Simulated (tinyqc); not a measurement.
Inside a calculation. Method: Hueckel theory of the pi electrons with the omega technique, for the molecule C=C (SMILES; centres numbered as the heavy atoms are written). One step of it, computed by the program tinyqc.

Question. Orbitals, round 1. Diagonalise; E = alpha + x beta with beta < 0, so the largest x are filled first; degenerate levels share their electrons. P = sum n_i c_ri c_si; each orbital has its largest coefficient positive (the first on a tie).

Hueckel matrix in units of beta (H = alpha + beta A):
```
          1C        2C
1C  0.000000  1.000000
2C  1.000000  0.000000
```

pi electrons, sum of z_r less the charge = 2

Give: x values; occupations; coefficients; charge and bond-order matrix P.

Answer.

x values: 1.0000  -1.0000

occupations: 2.0000  0.0000

coefficients:
```
       MO1      MO2
1C  0.7071   0.7071
2C  0.7071  -0.7071
```

charge and bond-order matrix P:
```
        1C      2C
1C  1.0000  1.0000
2C  1.0000  1.0000
```
